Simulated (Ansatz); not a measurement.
# H8SSi2: the cost of one run

All numbers below are computed with Ansatz 0.2.0 (RKS r2SCAN-D4/def2-SVP).

## 1. Starting point

Bond lengths: Si1–S2 2.522 Å, Si1–H3 1.489 Å, Si1–H4 1.462 Å, Si1–Si5 2.311 Å, S2–H8 1.324 Å, Si5–H9 1.465 Å, Si5–H10 1.465 Å, Si5–H11 1.464 Å. Angles: Si1–S2–H8 94.6°, S2–Si1–H3 93.9°, S2–Si1–H4 101.9°, S2–Si1–Si5 109.4°, H3–Si1–H4 99.4°, H3–Si1–Si5 106.9°, H4–Si1–Si5 136.9°, Si1–Si5–H9 110.9°, Si1–Si5–H10 108.8°, Si1–Si5–H11 112.9°, H9–Si5–H10 106.7°, H9–Si5–H11 108.7°, H10–Si5–H11 108.5°.

Coordinates:

```xyz
11

Si   -0.8233   -0.1690   -0.0127
S     0.5483   -2.1386   -0.7878
H    -1.7307   -0.2057   -1.1929
H    -1.6996   -0.7851    0.9822
Si    0.4338    1.7621   -0.1913
H     0.9250   -1.4148    0.8145
H     0.4884   -0.6513    1.2438
H    -0.2259   -3.0423   -0.2076
H    -0.0431    2.5962   -1.2975
H     0.2666    2.5505    1.0326
H     1.8605    1.4979   -0.3834
```

## 2. A restrained relaxation towards end A

Springs on the bonds that form and break draw the guess towards this end; the thresholds are loose.

Contents of input.yaml:

```yaml
crystal:
  periodic: [false, false, false]
  atoms:
    - { symbol: Si, position_ang: [-0.8233, -0.169, -0.0127] }
    - { symbol: S, position_ang: [0.5483, -2.1386, -0.7878] }
    - { symbol: H, position_ang: [-1.7307, -0.2057, -1.1929] }
    - { symbol: H, position_ang: [-1.6996, -0.7851, 0.9822] }
    - { symbol: Si, position_ang: [0.4338, 1.7621, -0.1913] }
    - { symbol: H, position_ang: [0.925, -1.4148, 0.8145] }
    - { symbol: H, position_ang: [0.4884, -0.6513, 1.2438] }
    - { symbol: H, position_ang: [-0.2259, -3.0423, -0.2076] }
    - { symbol: H, position_ang: [-0.0431, 2.5962, -1.2975] }
    - { symbol: H, position_ang: [0.2666, 2.5505, 1.0326] }
    - { symbol: H, position_ang: [1.8605, 1.4979, -0.3834] }
basis:
  gaussian: { orbitals: def2-SVP }
hamiltonian:
  xc: r2scan
  dispersion: d4
relax:
  f_tol: 0.15
  max_steps: 25
  restrain:
    - { distance: [0, 6], at: 2.72, k: 30.0 }
    - { distance: [5, 1], at: 2.66, k: 30.0 }
    - { distance: [0, 1], at: 2.16, k: 30.0 }
    - { distance: [5, 6], at: 0.62, k: 30.0 }
```

Command:

```sh
ansatz run input.yaml --threads 2 --pin off --max-ram 3072MiB --backend cpu --events-out ev --progress --plain --runs-dir out
```

**Question.** How long does this run take on 2 threads of Intel Xeon Platinum 8488C (Sapphire Rapids), shared host, and how much memory does it need?

About 35 s, with a peak of 0.17 GiB.
